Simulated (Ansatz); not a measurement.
# Relative stability

The two ends of one reaction step of BSiH7O, singlet (PBE0-D4/def2-TZVP).

A:

```csv
atom,x (Å),y (Å),z (Å)
B1,-1.4869,-0.1133,-0.6195
H2,1.0362,1.8204,-1.3340
H3,-0.9045,-0.4088,-1.6312
H4,-2.6070,0.3125,-0.6358
H5,1.0198,2.2504,-0.7238
O6,-0.8823,-0.2616,0.5743
Si7,0.6330,-0.7879,0.9927
H8,1.3157,0.3109,1.7155
H9,0.4761,-1.9608,1.8848
H10,1.3999,-1.1620,-0.2229
```

B:

B1  (-0.827, 0.488, -1.054)
H2  (-0.079, 1.114, -1.767)
H3  (-0.741, -0.718, -1.201)
H4  (-1.954, 0.898, -0.974)
H5  (0.155, 1.516, 0.657)
O6  (-0.190, 0.641, 0.465)
Si7  (0.727, -0.733, 0.862)
H8  (1.431, -0.346, 2.112)
H9  (-0.226, -1.829, 1.104)
H10  (1.705, -1.030, -0.204)
(Å)

Ansatz 0.2.0; basis: def2-TZVPP; cores frozen in the correlated methods. B3LYP uses VWN-RPA correlation.

Problem. Which structure is lower at CCSD(T), and by how much? (Judge from chemistry; the value comes from the calculation.)

Solution. By the calculation: A, by 0.676 eV (electronic energy, against the other). By their contacts, A is a complex of BSiH₅O ([BH2][O][SiH3]) + H₂ and B is BSiH₇O ([BH3][OH][SiH3]).

All methods give the same order:

| method | E(B) − E(A) (eV) |
| --- | --- |
| SPW92 | 0.259 |
| PBE-D4 | 0.592 |
| BLYP-D4 | 0.810 |
| r2SCAN-D4 | 0.646 |
| B97M-V | 0.701 |
| PBE0-D4 | 0.565 |
| B3LYP-D4 | 0.760 |
| r2SCAN0-D4 | 0.614 |
| BHLYP-D4 | 0.746 |
| CAM-B3LYP-D4 | 0.697 |
| wB97X-V | 0.658 |
| wB97M-V | 0.647 |
| B2PLYP | 0.756 |
| PBE-QIDH | 0.590 |
| RPA on PBE | 0.721 |
| HF | 0.990 |
| MP2 | 0.691 |
| CCSD | 0.694 |
| CCSD(T) | 0.676 |

No T1 diagnostic of these runs exceeds 0.013.

Labels in which every atom is bracketed show which atoms are joined, not bond orders.

For scale, one of the runs: CCSD(T)/def2-TZVPP, 202 basis functions, launched by `ansatz run in.yaml --threads 2 --pin off --events-out ev --progress --plain --max-ram 4352MiB`. Time: 45 s of wall clock on 2 CPU threads of an Arm Neoverse V2; the host was shared. Peak host memory: 2.5 GiB.
